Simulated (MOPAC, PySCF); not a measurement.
C2H2, SMILES `C#C`, neutral singlet in the gas phase. 

Cartesian coordinates (Å):
SMILES: C#C
```xyz
4

C     -0.6025     0.0337    -0.1042
C      0.6025    -0.0337    -0.1443
H     -1.6712     0.0934    -0.0686
H      1.6712    -0.0934    -0.1799
```
Charge 0, multiplicity 1.

All levels are single points at this geometry (PBE-D3(BJ)/def2-TZVP); Pople sets use spherical d functions. Orbital energies aren't observables, and empty levels follow the basis.

```tsv
level	HOMO (eV)	LUMO (eV)	gap (eV)	dipole (D)	vertical IE, Delta-SCF (eV)
PBE-D3(BJ)/def2-TZVP in PySCF	-7.13	-0.26	6.87	0.00	–
B3LYP/6-311+G** in PySCF	-8.17	0.29	8.46	0.00	–
BP86/6-31G* in PySCF	-6.75	0.39	7.14	0.00	–
M06-2X/6-31G* in PySCF	-9.30	2.69	11.99	0.00	–
SVWN5/6-31G* in PySCF	-6.78	0.30	7.09	0.00	11.45
HF/6-31G* in PySCF	-10.86	5.87	16.73	0.00	9.65
AM1 in MOPAC	-11.39	2.02	13.41	0.00	–
PM3 in MOPAC	-11.46	1.92	13.38	0.00	–
PM7 in MOPAC	-11.55	1.59	13.14	0.00	–
```
